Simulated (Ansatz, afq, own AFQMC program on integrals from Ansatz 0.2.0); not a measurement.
Integrals from Ansatz 0.2.0, then the random walk in our own AFQMC program (afq).

```yaml
crystal:
  periodic: [false, false, false]
  atoms:
    - {symbol: C, position_ang: [-1.431381, -0.822935, 0.097710]}
    - {symbol: C, position_ang: [-0.465713, 0.046832, -0.699171]}
    - {symbol: B, position_ang: [0.876504, 0.457120, 0.037629]}
    - {symbol: N, position_ang: [1.159143, 0.037361, 1.342373]}
    - {symbol: S, position_ang: [2.129596, 1.509886, -0.794720]}
    - {symbol: H, position_ang: [-2.339355, -1.067492, -0.475121]}
    - {symbol: H, position_ang: [-0.969647, -1.781004, 0.389121]}
    - {symbol: H, position_ang: [-1.761967, -0.320836, 1.022127]}
    - {symbol: H, position_ang: [-0.970794, 0.975893, -1.021579]}
    - {symbol: H, position_ang: [-0.189955, -0.459801, -1.642347]}
    - {symbol: H, position_ang: [0.520632, -0.543941, 1.868614]}
    - {symbol: H, position_ang: [2.002290, 0.276594, 1.846519]}
    - {symbol: H, position_ang: [1.461048, 1.657623, -1.956355]}
basis:
  gaussian: {orbitals: def2-SVP}
magnetization: {spin_polarized: false}
correlation: {method: ccsd_t, electrons: outside_noble_gas, hamiltonian_folder: ham}
```

```sh
$ ansatz run in.yaml --threads 1 --pin off --events-out ev --progress --plain --max-ram 16896MiB --backend cuda --devices 0, --max-vram 18GiB
```

Options of the walk:

```
--method phaseless --trial cisd --walkers 2300 --populations 20 --least-time 60 --time-step 0.005 --steps-per-block 50 --equilibration-blocks 28 --max-blocks 4000 --target-error 0.00033 --factor-cut 1e-05 --seed 8391 --release-times 0.2,0.4,0.6 --release-step 0.02 --release-every 5 --taylor-order 6
```

Times are imaginary, in 1/Eh. The walk had a cap of 365 s. With eight or more populations the least sampling time is a fifth of least-time, and the error comes from their spread.

afq prints:

```
orbitals 105  electrons 15 15  factors 907 of 1158
reference energy -556.90767900 Eh
CCSD correlation -0.73958029 Eh in 10 cycles, weight of the determinant in the CISD state 0.7713
energy of the start -557.647257 Eh
 block  time / (1/Eh)  mean weight  energy / Eh
     1     0.250  0.9993  -557.613565
     2     0.500  0.9994  -557.628750
     3     0.750  1.0006  -557.643489
     4     1.000  1.0001  -557.651806
     5     1.250  1.0006  -557.659492
    10     2.500  1.0000  -557.670030
    29     7.250  0.9991  -557.669696
    49    12.250  1.0005  -557.672748
    61    15.250  1.0000  -557.667965
    69    17.250  0.9989  -557.671398
    89    22.250  1.0005  -557.669305
   101    25.250  1.0004  -557.674615
   109    27.250  0.9998  -557.670456
   129    32.250  1.0000  -557.672023
   149    37.250  1.0003  -557.671792
   169    42.250  1.0001  -557.670571
error from the spread of 20 populations
released: time / (1/Eh)  energy / Eh  error  mean overlap
  0.20  -557.671381  0.000553  0.9977
  0.40  -557.671722  0.000592  0.9954
  0.60  -557.671809  0.000680  0.9959
energy -557.671425 +/- 0.000316 Eh
(rows thinned)
```

The run passed its tests (sampling time, drift between the halves within three errors, error under three times the target), which doesn't prove that it has relaxed, ending at its cap on processor time.

Against this walk (error 8.6 meV) on the same determinant: CCSD(T) 63.4 meV higher. The error is statistical and leaves out the bias of the constraint. None of these is a sure reference here. The released energies get too noisy after the second time (errors over twice the walk's own, or jumping) (meV from the phaseless value at times in 1/Eh: 1 ± 15 at 0.20, -8 ± 16 at 0.40, -10 ± 19 at 0.60), so they give no level.

Cautions: constraint bias not in the error.

The walk took 6.1 min on 1 × NVIDIA H100 80GB HBM3 with 2 threads of AMD EPYC 7R13 Processor (Zen 3), on a shared host (the card was shared). The log's last line is the phaseless energy.
